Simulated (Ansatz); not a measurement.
**SiH₃+ (singlet): from Hartree-Fock to the top rungs at distance Si1–H3 = 1.472 Å, aug-cc-pVDZ**

One table from this session's results is given with a row withheld; the runs are named, their logs left out.

Method: aug-cc-pVDZ, core rule «outside noble gas», up to 5 orbitals frozen; program: Ansatz 0.2.0, Gaussian basis.

Plan: UHF; CCSD(T) on RHF; BCCD(T) on RHF; CISD; CCSDT(Q) on RHF; CCSDTQ on RHF; CASSCF and MRCISD+Q, 2 electrons in 2 orbitals; CASSCF and NEVPT2, 2 electrons in 2 orbitals; Full CI.

6 further runs of the same task are left out: 6 for a known fault of the program.

### The geometry

The geometry derives from a PBE0/def2-TZVP stationary point (not a proven minimum). One bond is set to the value named and the two fragments are kept rigid.

4 atoms, charge 1, spin multiplicity 1.

Atoms are counted from 1 here; the program's logs count them from 0.

Bond lengths: Si1–H2 1.472 Å, Si1–H3 1.472 Å, Si1–H4 1.472 Å. Angles: H2–Si1–H3 120.0°, H2–Si1–H4 120.0°, H3–Si1–H4 120.0°.

The first run:

Input file in.yaml:

```yaml
crystal:
  periodic: [false, false, false]
  atoms:
    - {symbol: Si, position_ang: [0.000000, 0.000000, 0.000000]}
    - {symbol: H, position_ang: [1.471943, 0.014227, -0.000096]}
    - {symbol: H, position_ang: [-0.748293, 1.267623, -0.002905]}
    - {symbol: H, position_ang: [-0.723650, -1.281850, 0.003001]}
basis:
  gaussian: {orbitals: aug-cc-pVDZ}
total_charge: 1
magnetization: {spin_polarized: true, initial_magnetization: 0}
hamiltonian: {xc: hf}
output: {orbitals: {seedname: orbitals}}
```

On the command line:

```bash
$ ansatz run in.yaml --threads 1 --pin off --events-out ev --progress --plain --max-ram 4096MiB --backend cpu
```

Among the steps run: UHF; CCSD(T) on RHF; BCCD(T) on RHF; CISD; CCSDT(Q) on RHF; CCSDTQ on RHF; CASSCF and MRCISD+Q, 2 electrons in 2 orbitals; CASSCF and NEVPT2, 2 electrons in 2 orbitals; Full CI.

One table of the session follows, with a row left open; its other results are not shown here.

It belongs to the step «Misses and costs». 

```
       method  from FCI (meV)
          RHF         +3094.8
         RMP2               ?
         CISD          +161.6
        RCCSD           +59.7
     RCCSD(T)           +14.7
      BCCD(T)           +14.4
       RCCSDT            +1.4
    RCCSDT(Q)            +0.3
      RCCSDTQ             0.0
  CASSCF pair         +2704.3
  NEVPT2 pair          +750.6
  MRCISD pair          +123.5
MRCISD+Q pair           -19.7
          FCI               0
```

**Question.** Estimate the row for RMP2.

The run gave: from FCI (meV): +746.5. In the column «from FCI (meV)» it lies between CISD (+161.6) and NEVPT2 pair (+750.6).

To keep in mind: MRCISD+Q pair falls below full CI: the +Q correction isn't variational, and the cores differ from full CI's.
